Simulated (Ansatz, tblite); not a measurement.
**The cluster NbO₂: a ladder of methods and basis sets**

How do method and basis change the picture of the cluster NbO₂ (doublet)?

Computed with Ansatz 0.2.0, Gaussian basis. Level: as each input shows.

The runs, in order: GFN1-xTB, GFN2-xTB, PBE-D4/def2-TZVP, r2SCAN-D4/def2-TZVP, B3LYP-D4/def2-TZVP, ωB97M-V/def2-TZVP, r2SCANh-D4/def2-TZVP, B97M-V/def2-TZVP, ωB97X-V/def2-TZVP, PBE+5HF/def2-TZVP, PBE+10HF/def2-TZVP, PBE+15HF/def2-TZVP, PBE+35HF/def2-TZVP, PBE+50HF/def2-TZVP, PBE-D4/def2-SVP, PBE0-D4/def2-SVP, PBE0-D4/def2-TZVPD, PBE-D4/def2-TZVPD, r2SCAN-D4/def2-TZVPD, CCSD(T)/def2-TZVPP, MP2/def2-TZVP, RPA/def2-TZVP, CCSD(T)/def2-TZVPD.

2 further runs of the same task are left out: 2 set aside as unsound or not needed. Runs told in other sessions of the task aren't counted.

## (1) The relaxed structure

The doublet was relaxed beforehand with PBE0-D4/def2-TZVP. At that level it is the lowest of the isomers that a small search found.

3 atoms, charge 0, spin multiplicity 2.

Bond lengths: Nb1–O2 1.700 Å, Nb1–O3 1.700 Å. Angles: O2–Nb1–O3 104.9°.

Nb takes a core potential in the def2 sets. No spin-orbit coupling is included.

PBE0-D4/def2-TZVP was run before; its log isn't repeated, and its numbers join the tables.

## (2) GFN1-xTB

Tight binding, by tblite at 300 K electronic temperature and without a spin-polarisation term:

```python
tblite.interface.Calculator('GFN1-xTB', numbers, positions, charge=0, uhf=1).singlepoint()
```

Energy -305.2040 eV; 0.001 s.

## (3) GFN2-xTB

Tight binding, by tblite at 300 K electronic temperature and without a spin-polarisation term:

```python
tblite.interface.Calculator('GFN2-xTB', numbers, positions, charge=0, uhf=1).singlepoint()
```

Energy -269.2173 eV; 0.002 s.

## (4) PBE-D4/def2-TZVP

start.molden holds the orbitals of an earlier run on this state, given as this run's starting guess.

File in.yaml:

```yaml
crystal:
  periodic: [false, false, false]
  atoms:
    - {symbol: Nb, position_ang: [-0.365583, 0.585934, -0.010422]}
    - {symbol: O, position_ang: [-0.959959, -1.005047, 0.057818]}
    - {symbol: O, position_ang: [1.325542, 0.419103, -0.047396]}
basis:
  gaussian: {orbitals: def2-TZVP, initial_orbitals: start.molden}
magnetization: {spin_polarized: true, initial_magnetization: 1}
hamiltonian: {xc: pbe, dispersion: d4}
scf: {omitted_lower_state_checks: [starts]}
output: {forces: true, orbitals: {seedname: orbitals}}
```

Command:

```
$ ansatz run in.yaml --threads 4 --pin off --events-out ev --progress --plain --max-ram 3916MiB
```

Further steps of the session: r2SCAN-D4/def2-TZVP; B3LYP-D4/def2-TZVP; ωB97M-V/def2-TZVP; r2SCANh-D4/def2-TZVP; B97M-V/def2-TZVP; ωB97X-V/def2-TZVP; PBE+5HF/def2-TZVP; PBE+10HF/def2-TZVP; PBE+15HF/def2-TZVP; PBE+35HF/def2-TZVP; PBE+50HF/def2-TZVP; PBE-D4/def2-SVP; PBE0-D4/def2-SVP; PBE0-D4/def2-TZVPD; PBE-D4/def2-TZVPD; r2SCAN-D4/def2-TZVPD; CCSD(T)/def2-TZVPP; MP2/def2-TZVP; RPA/def2-TZVP; CCSD(T)/def2-TZVPD.

Before running them: what should the planned runs give, taken together? Wanted: gap in def2-TZVP, named functionals, smallest and largest; gap over the share of exact exchange; correlation energy, CCSD(T)/def2-TZVPP; correlation energy, MP2/def2-TZVP; correlation energy, CCSD(T)/def2-TZVPD; binding an atom, CCSD(T)/def2-TZVPP; ⟨S²⟩ in def2-TZVP, named functionals, smallest and largest; PBE0 total energy, smallest basis above largest.

As calculated:

```
                                                  quantity                                value
 gap in def2-TZVP, named functionals, smallest and largest  1.17 eV (PBE-D4), 6.75 eV (ωB97X-V)
                      gap over the share of exact exchange         1.17 eV at 0, 4.77 eV at 0.5
                    correlation energy, CCSD(T)/def2-TZVPP                            -25.86 eV
                         correlation energy, MP2/def2-TZVP                            -24.28 eV
                    correlation energy, CCSD(T)/def2-TZVPD                            -24.33 eV
                       binding an atom, CCSD(T)/def2-TZVPP                             4.719 eV
⟨S²⟩ in def2-TZVP, named functionals, smallest and largest                         0.753, 0.764
           PBE0 total energy, smallest basis above largest       5.39 eV (def2-SVP, def2-TZVPD)
```

What this shows: Over the named functionals in def2-TZVP the gap runs from 1.17 eV (PBE-D4) to 6.75 eV (ωB97X-V); exact exchange widens it. Raising the share of exact exchange from 0 to 0.5 moves the HOMO by -2.02 eV and the LUMO by +1.57 eV. The functionals in def2-TZVP miss CCSD(T)/def2-TZVPP by -0.137 (r2SCANh-D4) to +0.474 eV (PBE-D4) an atom. The reference is CCSD(T) in one finite basis, so it carries an error of its own, often a tenth of an eV or more, and near misses can't be ranked. Over the named functionals in def2-TZVP spin contamination reaches 0.01 (B97M-V), which is small.
